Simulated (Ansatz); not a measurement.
# AlBH2 (singlet): the correlation ladder at scale of all distances = 2.447, 6-31G

Aim: climb from Hartree-Fock through coupled cluster and multireference methods for AlBH2 (singlet) at one geometry and basis, and see what each rung misses.

Method: 6-31G, core rule «outside noble gas», up to 6 orbitals frozen; program: Ansatz 0.2.0, Gaussian basis.

Plan: UHF; CCSD(T) on RHF; CCSD(T) on UHF; BCCD(T) on RHF; CISD; CCSDT(Q) on RHF; CCSDT(Q) on UHF; CCSDTQ on RHF; CASSCF and MRCISD+Q, 2 electrons in 2 orbitals; CASSCF and NEVPT2, 2 electrons in 2 orbitals; CASSCF and MRCISD+Q, 8 electrons in 10 orbitals; CASSCF and NEVPT2, 8 electrons in 10 orbitals; Full CI.

10 further runs of the same task are left out: 6 that didn't finish, 4 set aside as unsound or not needed.

## (1) The geometry

The geometry derives from a PBE0/def2-TZVP stationary point (not a proven minimum). All distances are scaled together.

4 atoms, charge 0, spin multiplicity 1.

Atoms are counted from 1 here; the program's logs count them from 0.

No contacts short enough for the rule that draws bonds.

## (2) UHF

Contents of in.yaml:

```yaml
crystal:
  periodic: [false, false, false]
  atoms:
    - {symbol: B, position_ang: [0.000000, 0.000000, 3.633270]}
    - {symbol: Al, position_ang: [0.000000, 0.000000, -1.849114]}
    - {symbol: H, position_ang: [0.000000, 2.459186, 5.264528]}
    - {symbol: H, position_ang: [0.000000, -2.459186, 5.264528]}
basis:
  gaussian: {orbitals: 6-31G}
magnetization: {spin_polarized: true, initial_magnetization: 0}
hamiltonian: {xc: hf}
output: {orbitals: {seedname: orbitals}}
```

Launch:

```
$ ansatz run in.yaml --threads 1 --pin off --events-out ev --progress --plain --max-ram 2393MiB
```

Further steps of the session: CCSD(T) on RHF; CCSD(T) on UHF; BCCD(T) on RHF; CISD; CCSDT(Q) on RHF; CCSDT(Q) on UHF; CCSDTQ on RHF; CASSCF and MRCISD+Q, 2 electrons in 2 orbitals; CASSCF and NEVPT2, 2 electrons in 2 orbitals; CASSCF and MRCISD+Q, 8 electrons in 10 orbitals; CASSCF and NEVPT2, 8 electrons in 10 orbitals; Full CI.

Before running them: what should the planned runs give, taken together? Wanted: FCI below the RHF energy; RMP2 from FCI; UMP2 from FCI; RCCSD from FCI; RCCSD(T) from FCI; UCCSD(T) from FCI; RCCSDT(Q) from FCI; UCCSDT(Q) from FCI; NEVPT2 valence from FCI.

**Answer**, as computed:

| quantity | value |
| --- | --- |
| FCI below the RHF energy | -7.6242 eV |
| RMP2 from FCI | +375.9 kJ/mol |
| UMP2 from FCI | +106.8 kJ/mol |
| RCCSD from FCI | -22.9 kJ/mol |
| RCCSD(T) from FCI | -362.3 kJ/mol |
| UCCSD(T) from FCI | +6.3 kJ/mol |
| RCCSDT(Q) from FCI | +256.7 kJ/mol |
| UCCSDT(Q) from FCI | +0.3 kJ/mol |
| NEVPT2 valence from FCI | +19.0 kJ/mol |
| MRCISD+Q valence from FCI | +2.0 kJ/mol |
| levels within 1 kcal/mol (43 meV) | UCCSDT, UCCSDT(Q), RCCSDTQ, MRCISD valence, MRCISD+Q valence |
| T1 diagnostic | 0.286 |
| effectively unpaired electrons | 3.48 |

RCCSD(T) lands -362.3 kJ/mol from the yardstick (49.3 % of the correlation energy). CCSD(T) misses by -362.3 kJ/mol on the restricted determinant and by +6.3 kJ/mol on the unrestricted one; the two need not hold the same state or core. RCCSD, RCCSD(T), BCCD(T), RCCSDT, RCCSDTQ fall below full CI, which methods that aren't variational can do. The occupations show strong static correlation (3.5 unpaired electrons where one determinant has 0). Of the multireference levels listed MRCISD+Q valence comes nearest in total energy (+2.0 kJ/mol), which doesn't show that its space is the better one. These misses are within one basis, not against nature.
